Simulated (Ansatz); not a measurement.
Band gap (eV) of a set of layered and molecular crystals (20 solids), computed with PBE (plane waves, PAW; Ansatz, an electronic-structure program) and with LDA (plane waves, PAW; Ansatz). The set holds measured phases with no doubt noted on the run or the magnetic state but for the caveats below. 25 more of the class have both values but aren't in it, for one of these reasons: built or high-temperature cells, doubts on the run or the magnetic state, unlike cells, values of zero, database compounds that came out metallic. Solids without a value at one level (not run, failed, or a magnetic order lost), or held back for tests, aren't counted.

All rows, in order of the shift (worked out from unrounded values):

| solid | PBE | LDA | shift (eV) |
|---|---|---|---|
| hexagonal BN | 4.24 | 4.04 | -0.19 |
| 1T (CdI2-type) SnS2 | 1.38 | 1.18 | -0.19 |
| 1T (CdI2-type) CdI2 | 2.35 | 2.16 | -0.19 |
| 1T (CdI2-type) PbI2 | 2.22 | 2.04 | -0.18 |
| GaS (P6₃/mmc, No. 194) | 1.58 | 1.40 | -0.18 |
| 1T (CdI2-type) MgI2 | 3.49 | 3.33 | -0.17 |
| solid chlorine | 2.48 | 2.31 | -0.17 |
| 1T (CdI2-type) SnSe2 | 0.53 | 0.38 | -0.15 |
| solid bromine | 1.62 | 1.48 | -0.14 |
| tetradymite Bi2Se3 | 0.21 | 0.09 | -0.12 |
| trigonal Se | 1.02 | 0.92 | -0.10 |
| solid iodine | 1.11 | 1.03 | -0.09 |
| tetradymite Bi2Te3 | 0.29 | 0.21 | -0.08 |
| 1T (CdI2-type) ZrSe2 | 0.24 | 0.16 | -0.08 |
| SnSe (Pnma, No. 62) | 0.56 | 0.49 | -0.07 |
| trigonal Te | 0.16 | 0.10 | -0.06 |
| GeSe (Pnma, No. 62) | 0.68 | 0.63 | -0.05 |
| litharge PbO | 1.20 | 1.16 | -0.03 |
| 2H MoTe2 | 0.71 | 0.68 | -0.03 |
| litharge SnO | 0.06 | 0.13 | +0.07 |

The shift from PBE to LDA has a median of -0.11 eV, and eight in ten lie between -0.19 eV and -0.03 eV; LDA is the larger in 1 and the smaller in 19 of 20.

Ansatz's runs of these crystals have no spin polarisation.

Density-functional gaps are differences of (generalised) Kohn–Sham levels.

Levels without +SOC have no spin–orbit coupling; where heavier elements are present it shifts gaps, mostly down, and can invert bands. Cells: PBE at the measured cell for 14 of them, at the measured cell (atoms relaxed with PBEsol) for 6 of them; LDA at the measured cell for 14 of them, at the measured cell (atoms relaxed with PBEsol) for 6 of them. Ansatz's density-functional and Hartree–Fock values are scalar-relativistic unless marked +SOC, with PAW data made under PBE.
